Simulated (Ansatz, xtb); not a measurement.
H2O2S: which of two conformers lies lower

Structure a: `OSO`, a singlet. Structure b: `OSO`, a singlet. Both are isolated molecules in the gas phase, relaxed with PBE0-D4/def2-TZVP.

a (Å):

```xyz
5

O    -0.5882   -0.8510    0.7385
O     0.0614    1.5224    0.0003
S     0.5006   -0.0429   -0.1756
H    -0.6468    1.7168   -0.6256
H    -0.2880   -0.8433    1.6555
```

b (Å):

```yaml
atoms:
  - { symbol: O, position_ang: [-1.8965, 2.2199, 0.4464] }
  - { symbol: O, position_ang: [-0.7043, 0.5432, -1.1042] }
  - { symbol: S, position_ang: [-0.8971, 0.9255, 0.4743] }
  - { symbol: H, position_ang: [-1.3695, 3.0261, 0.4037] }
  - { symbol: H, position_ang: [0.0589, 1.0173, -1.4541] }
```

Energies in hartree; the thermal terms are from PBE0-D4/def2-TZVP harmonic frequencies (ideal gas, rigid rotor, one conformer each, 1000 K, 1 atm) and include the zero-point energy:

```
                                a           b
E, CCSD(T)/def2-TZVPP  −549.165195  −549.162903
    zero-point energy     0.029667     0.029595
        H(1000 K) − E     0.054833     0.054823
        G(1000 K) − E    −0.079048    −0.081433
```

Task: Work out ΔE, ΔE₀, ΔH and ΔG for a → b in kJ/mol (1 Eh = 2625.50 kJ/mol) and the equilibrium ratio [b]/[a].

Result: 1. ΔE = −549.162903 − (−549.165195) = +0.002292 Eh = +6.02 kJ/mol.
2. ΔE₀ = ΔE + ΔZPE = +0.002292 + (−0.000072) Eh = +5.83 kJ/mol.
3. ΔH = ΔE + (−0.000010) Eh = +5.99 kJ/mol.
4. ΔG = ΔE + (−0.002385) Eh = −0.24 kJ/mol, so ΔS = (ΔH − ΔG)/T = +6.2 J/(mol K).
5. kT = 3.1668 mEh, so K = [b]/[a] = exp(−ΔG/kT) = exp(+0.03) ≈ 1.

The two are too close for this level to say which is favoured. An error of 4 kJ/mol in ΔG would change K by a factor of 1.6. Mirror images and further conformers aren't counted.

Other levels gave ΔE = +6.6 (PBE0-D4/def2-TZVP); +6.9 (HF/def2-TZVPP); +6.1 (MP2/def2-TZVPP) kJ/mol. The correlated steps freeze 7 core orbitals. Programs: Ansatz 0.2.0.
